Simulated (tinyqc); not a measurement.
Worked calculation: extended Hueckel theory, for LiF. One step of it, computed by the program tinyqc.

Question. Wolfsberg-Helmholz matrix. H_ij = K' S_ij (H_ii + H_jj)/2 for i != j (the diagonal keeps H_ii), with K' = K + D^2 + D^4 (1 - K), D = (H_ii - H_jj)/(H_ii + H_jj), K = 2.

overlap S:
```
,1Li 2s,1Li 2px,1Li 2py,1Li 2pz,2F 2s,2F 2px,2F 2py,2F 2pz
1Li 2s,1.000000,0.000000,0.000000,0.000000,0.247840,0.000000,0.000000,-0.071508
1Li 2px,0.000000,1.000000,0.000000,0.000000,0.000000,0.111771,0.000000,0.000000
1Li 2py,0.000000,0.000000,1.000000,0.000000,0.000000,0.000000,0.111771,0.000000
1Li 2pz,0.000000,0.000000,0.000000,1.000000,0.383145,0.000000,0.000000,-0.090510
2F 2s,0.247840,0.000000,0.000000,0.383145,1.000000,0.000000,0.000000,0.000000
2F 2px,0.000000,0.111771,0.000000,0.000000,0.000000,1.000000,0.000000,0.000000
2F 2py,0.000000,0.000000,0.111771,0.000000,0.000000,0.000000,1.000000,0.000000
2F 2pz,-0.071508,0.000000,0.000000,-0.090510,0.000000,0.000000,0.000000,1.000000
```

diagonal H_ii (eV): 1Li 2s -5.400000, 1Li 2px -3.500000, 1Li 2py -3.500000, 1Li 2pz -3.500000, 2F 2s -40.000000, 2F 2px -18.100000, 2F 2py -18.100000, 2F 2pz -18.100000

K = 2.000000

Give: H.

Answer.

H (eV):
```
,1Li 2s,1Li 2px,1Li 2py,1Li 2pz,2F 2s,2F 2px,2F 2py,2F 2pz
1Li 2s,-5.4000,0.0000,0.0000,0.0000,-12.6217,0.0000,0.0000,1.8542
1Li 2px,0.0000,-3.5000,0.0000,0.0000,0.0000,-2.7138,0.0000,0.0000
1Li 2py,0.0000,0.0000,-3.5000,0.0000,0.0000,0.0000,-2.7138,0.0000
1Li 2pz,0.0000,0.0000,0.0000,-3.5000,-18.4032,0.0000,0.0000,2.1976
2F 2s,-12.6217,0.0000,0.0000,-18.4032,-40.0000,0.0000,0.0000,0.0000
2F 2px,0.0000,-2.7138,0.0000,0.0000,0.0000,-18.1000,0.0000,0.0000
2F 2py,0.0000,0.0000,-2.7138,0.0000,0.0000,0.0000,-18.1000,0.0000
2F 2pz,1.8542,0.0000,0.0000,2.1976,0.0000,0.0000,0.0000,-18.1000
```
